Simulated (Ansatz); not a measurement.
## AlSi2NH8, singlet: from triple and quadruple zeta to the limit

```yaml
atoms:
  - { symbol: Al, position_ang: [-0.9097, 1.7242, -0.2600] }
  - { symbol: N, position_ang: [-0.0708, 0.1413, -0.0189] }
  - { symbol: Si, position_ang: [-0.1491, -0.7080, 1.5190] }
  - { symbol: Si, position_ang: [0.8535, -0.6065, -1.3147] }
  - { symbol: H, position_ang: [-0.8000, 2.4156, -1.6816] }
  - { symbol: H, position_ang: [-1.7105, 2.3365, 0.9627] }
  - { symbol: H, position_ang: [1.2161, -0.8757, 2.1096] }
  - { symbol: H, position_ang: [-0.7368, -2.0738, 1.3448] }
  - { symbol: H, position_ang: [-0.9989, 0.0715, 2.4668] }
  - { symbol: H, position_ang: [0.8393, 0.2907, -2.5077] }
  - { symbol: H, position_ang: [0.2729, -1.9331, -1.6940] }
  - { symbol: H, position_ang: [2.2708, -0.8381, -0.8920] }
```

Ansatz 0.2.0, RHF determinant, valence electrons correlated. Energies in eV.

```
       set  X  functions  Hartree–Fock  MP2 correlation  CCSD(T) correlation                                                                                                             time
def2-TZVPP  3        269   -23919.1761         -14.9658             -17.1680                6.5 s on 1 × NVIDIA H100 80GB HBM3 with 1 thread of AMD EPYC 7R13 Processor (Zen 3) (shared host)
def2-QZVPP  4        507   -23919.9648         -16.0267             -18.0933  24 s on 1 × NVIDIA H100 80GB HBM3 with 1 thread of AMD EPYC 7R13 Processor (Zen 3), with other jobs on the host
```

Hartree–Fock is taken to follow E(X) = E∞ + A·exp(−7.88·√X), correlation E(X) = E∞ + B·X^−2.97.

Problem. Work out the CCSD(T) energy at the limit, and how far the shortcut misses it that extrapolates MP2 and adds CCSD(T) minus MP2 from the smaller set.

Solution. Hartree–Fock: E∞ = E4 + 0.1377·(E4 − E3) = -23920.0735. Correlation: E∞ = E4 + 0.7407·(E4 − E3) = -18.7787 for CCSD(T) and -16.8126 for MP2. The limit is -23938.8522 eV, 0.794 eV below def2-QZVPP. The shortcut gives a correlation energy of -16.8126 + (-2.2022) = -19.0147, 236 meV lower than the direct value.

Past Ne part of the Hartree–Fock step between the two sets comes from the cores, which don't follow the formula, so the 109 meV that it adds to the total can overshoot; that part largely cancels in differences.
